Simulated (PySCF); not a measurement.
# CISD/STO-6G run of N2 (nitrogen)

Aim: the vertical singlet–triplet gap of N2 (nitrogen) at CISD/STO-6G, from 2 runs. Input form: a Python script.

The results are computed with PySCF 2.14.0.

17 further runs of the same task are left out: 6 that didn't finish, 11 set aside as unsound or not needed.

## Step 1: The molecule

N2 has 2 atoms, charge 0, and is taken as a singlet. As SMILES, `N#N`. The shape is that of a PBE0-D4/def2-TZVP optimisation.

Bond lengths: N1–N2 1.090 Å.

## Step 2: The energy at CISD/STO-6G

The input, job.py:

```python
# N#N
from pyscf import gto, scf, ci

mol = gto.M(
    atom=[
    ('N', (0.465500, -0.150300, 0.239800)),
    ('N', (-0.465500, 0.150300, -0.239800)),
],
    basis='sto-6g',
    verbose=3,
    max_memory=1860,
)

mf = scf.RHF(mol)
mf.conv_tol = 1e-10
mf.kernel()
if not mf.converged:
    mf = mf.newton().run(mf.mo_coeff, mf.mo_occ)

cisd = ci.CISD(mf, frozen=2)
cisd.kernel()
etot = cisd.e_tot
print(f'total energy: {etot:.8f} hartree')
```

Run with:

```
OMP_NUM_THREADS=1 python job.py
```

What it wrote:

```text
converged SCF energy = -108.539195560113
E(RCISD) = -108.6829430097796  E_corr = -0.1437474496665581
total energy: -108.68294301 hartree
```

It took 0.48 s on 1 thread of Intel Xeon 6975P-C (Granite Rapids), shared host; peak memory 0.1 GiB.

## Step 3: The triplet

The input, job.py:

```python
from pyscf import gto, scf, ci

mol = gto.M(
    atom='N 0.465500 -0.150300 0.239800; N -0.465500 0.150300 -0.239800',
    basis='sto-6g',
    spin=2,
    max_memory=1860,
    verbose=4,
)

myscf = scf.UHF(mol)
myscf.conv_tol = 1e-10
myscf.kernel()
if not myscf.converged:
    myscf = myscf.newton().run(myscf.mo_coeff, myscf.mo_occ)

cisd = ci.CISD(myscf, frozen=2)
cisd.kernel()
e_tot = cisd.e_tot
print('Final energy', e_tot)
```

Run with:

```
OMP_NUM_THREADS=1 python job.py
```

What it wrote:

```text
PySCF version 2.14.0

[INPUT] num. atoms = 2
[INPUT] num. electrons = 14
[INPUT] charge = 0
[INPUT] spin (= nelec alpha-beta = 2S) = 2
[INPUT] symmetry False subgroup None
[INPUT] Mole.unit = angstrom
[INPUT] Symbol           X                Y                Z      unit          X                Y                Z       unit  Magmom
[INPUT]  1 N      0.465500000000  -0.150300000000   0.239800000000 AA    0.879667510985  -0.284025836522   0.453156324671 Bohr   0.0
[INPUT]  2 N     -0.465500000000   0.150300000000  -0.239800000000 AA   -0.879667510985   0.284025836522  -0.453156324671 Bohr   0.0

nuclear repulsion = 23.7983417806894
number of shells = 6
number of NR pGTOs = 60
number of NR cGTOs = 10
basis = sto-6g
ecp = {}

******** <class 'pyscf.scf.uhf.UHF'> ********
method = UHF
initial guess = minao
damping factor = 0
level_shift factor = 0
DIIS = <class 'pyscf.scf.diis.CDIIS'>
diis_start_cycle = 1
diis_space = 8
diis_damp = 0
SCF conv_tol = 1e-10
SCF conv_tol_grad = None
SCF max_cycles = 50
direct_scf = True
direct_scf_tol = 1e-13
number electrons alpha = 8  beta = 6
Set gradient conv threshold to 1e-05
init E= -108.773881128136

[... the frontier-level lines of each cycle are left out ...]



cycle= 1 E= -108.259606667652  delta_E= 0.514  |g|= 0.0838  |ddm|=  1.9
cycle= 2 E= -108.264560654076  delta_E= -0.00495  |g|= 0.0253  |ddm|= 0.176
cycle= 3 E= -108.265123577326  delta_E= -0.000563  |g|= 0.00323  |ddm|= 0.0753
cycle= 4 E= -108.26513249889  delta_E= -8.92e-06  |g|= 0.000365  |ddm|= 0.00928
cycle= 5 E= -108.265132609514  delta_E= -1.11e-07  |g|= 3.91e-05  |ddm|= 0.000991
cycle= 6 E= -108.265132611178  delta_E= -1.66e-09  |g|= 2.17e-06  |ddm|= 8.09e-05
cycle= 7 E= -108.265132611183  delta_E= -4.46e-12  |g|= 8.88e-09  |ddm|= 4.79e-06
Extra cycle  E= -108.265132611183  delta_E=    0  |g|= 2.38e-09  |ddm|= 9.2e-09
converged SCF energy = -108.265132611183  <S^2> = 2.0054467  2S+1 = 3.0036289

******** <class 'pyscf.ci.ucisd.UCISD'> ********
CISD nocc = (np.int64(6), np.int64(4)), nmo = (8, 8)
frozen orbitals 2
max_cycle = 50
direct = 0
conv_tol = 1e-09
max_cycle = 50
max_space = 12
lindep = 0
nroots = 1
Init t2, MP2 energy = -0.120310013470411
UCISD converged
E(UCISD) = -108.388725172598  E_corr = -0.1235925614151807
Final energy -108.38872517259801
```

It took 0.52 s on 1 thread of Intel Xeon 6975P-C (Granite Rapids), shared host; peak memory 0.1 GiB.

## Step 4: Outcome

At CISD/STO-6G, 2 core orbitals frozen:

| quantity | value |
| --- | --- |
| singlet: total energy | -108.68294 Eh |
| singlet: dipole moment (Hartree–Fock density) | 0.00 D |
| singlet: HOMO energy (Hartree–Fock orbitals) | -14.86 eV |
| singlet: LUMO energy (Hartree–Fock orbitals) | 7.47 eV |
| singlet: HOMO–LUMO gap (Hartree–Fock orbitals) | 22.33 eV |
| singlet: correlation energy (2 core orbitals frozen) | -143.7 mEh |
| triplet: total energy | -108.38873 Eh |
| triplet: dipole moment (Hartree–Fock density) | 0.00 D |
| triplet: HOMO energy (Hartree–Fock orbitals) (highest over α and β) | -7.22 eV |
| triplet: LUMO energy (Hartree–Fock orbitals) (lowest over α and β) | 0.24 eV |
| triplet: correlation energy (2 core orbitals frozen) | -123.6 mEh |
| triplet: ⟨S²⟩ of the reference determinant | 2.005 |
| vertical energy of the triplet above the singlet | 8.006 eV |

At this shape the triplet lies 8.01 eV (185 kcal/mol) above the singlet. In a minimal basis such a difference can be off by several eV, whatever the method.
